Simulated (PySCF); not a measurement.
One ligand Y is varied and pulled off as a radical: Cd(Cl)1–Y. Gas-phase values, no solvent. One relaxed conformer stands for each flexible species; it need not be the lowest. Multiplicities are imposed; where one is given, others were not computed. Strings in code marks are SMILES.

Method: r2SCAN-D4/def2-TZVP // r2SCAN-D4/def2-SVP (PySCF). 

| species | highest occupied spin orbital (eV) |
|---|---|
| ligand removed as a radical | -6.03 |
| free radical OH | -7.57 |
| free radical NH2 (`[NH2]`) | -7.49 |
| free radical CH3 | -5.88 |
| free radical N(CH3)2 (`C[N]C`) | -5.98 |
| free radical SH (`[SH]`) | -6.40 |
